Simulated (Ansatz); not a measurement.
# AlNH (doublet): PBE-QIDH, RPA-PBE over a scan of the distance N2–H3, 6-31G

Aim: run AlNH (doublet) with these functionals over a scan of the distance N2–H3, and hold them against the top wave-function level at the same points.

Method: 6-31G, all electrons in the functionals, frozen cores in the correlation of double hybrids and RPA; program: Ansatz 0.2.0, Gaussian basis.

Plan: PBE-QIDH, RPA-PBE, at 0.828 Å; 0.936 Å; 1.016 Å; 1.110 Å; 1.243 Å; 1.371 Å; 1.635 Å; 1.866 Å; 2.195 Å; 2.755 Å; 3.394 Å.

18 further runs of the same task are left out: 1 for a mislabelled method, 1 for a known fault of the program, 15 that didn't finish, 1 set aside as unsound or not needed.

**1. The geometry**

The geometry derives from a PBE0/def2-TZVP stationary point (not a proven minimum). One bond is set to the value named and the two fragments are kept rigid.

3 atoms, charge 0, spin multiplicity 2.

Atoms are counted from 1 here; the program's logs count them from 0.

Bond lengths: Al1–N2 1.737 Å, N2–H3 1.016 Å. Angles: Al1–N2–H3 130.8°.

As a file:

```csv
atom,x (Å),y (Å),z (Å)
Al1,0.00000,0.03268,0.63653
N2,0.00000,-0.10666,-1.09530
H3,0.00000,0.60749,-1.81839
```

No dispersion term is added.

The geometry shown and the zero of energy belong to the point 1.016 Å. The yardstick, FCI, and other wave-function levels (R restricted, U unrestricted, valence and pair active spaces) come from earlier runs.

**2. PBE-QIDH, 0.828 Å**

in.yaml

```yaml
crystal:
  periodic: [false, false, false]
  atoms:
    - {symbol: Al, position_ang: [0.000000, 0.035852, 0.633310]}
    - {symbol: N, position_ang: [0.000000, -0.103485, -1.098520]}
    - {symbol: H, position_ang: [0.000000, 0.478347, -1.687634]}
basis:
  gaussian: {orbitals: 6-31G}
magnetization: {spin_polarized: true, initial_magnetization: 1}
hamiltonian: {xc: {name: PBE-QIDH}}
correlation: {electrons: outside_noble_gas}
```

Launch:

```console
ansatz run in.yaml --threads 1 --pin off --events-out ev --progress --plain --max-ram 2393MiB
```

After this run come: PBE-QIDH, 0.936 Å; PBE-QIDH, 1.016 Å; PBE-QIDH, 1.110 Å; PBE-QIDH, 1.243 Å; PBE-QIDH, 1.371 Å; PBE-QIDH, 1.635 Å; PBE-QIDH, 1.866 Å; PBE-QIDH, 2.195 Å; PBE-QIDH, 2.755 Å; PBE-QIDH, 3.394 Å; RPA-PBE, 0.828 Å; RPA-PBE, 0.936 Å; RPA-PBE, 1.016 Å; RPA-PBE, 1.110 Å; RPA-PBE, 1.243 Å; RPA-PBE, 1.371 Å; RPA-PBE, 1.635 Å; RPA-PBE, 1.866 Å; RPA-PBE, 2.195 Å; RPA-PBE, 2.755 Å; RPA-PBE, 3.394 Å.

**Question.** What will the summary of the whole plan be? Wanted: span of the FCI curve; largest miss, PBE-QIDH; largest miss, RPA-PBE.

As calculated:

| quantity | value |
| --- | --- |
| span of the FCI curve | 4.199 eV |
| largest miss, PBE-QIDH | +0.676 eV (1.866 Å) |
| largest miss, RPA-PBE | +0.115 eV (2.195 Å) |

In words: Of the functionals, RPA-PBE keep the smallest largest miss at the points compared (at most 0.115 eV) and PBE-QIDH strays most (0.676 eV, at 1.866 Å). PBE-QIDH, RPA-PBE clearly break the spin symmetry at some points (⟨S²⟩ up to 1.10 above the pure value), so energy there is bought with a mixed spin. Functionals and the yardstick converge differently with the basis, so part of each miss in 6-31G is the basis.
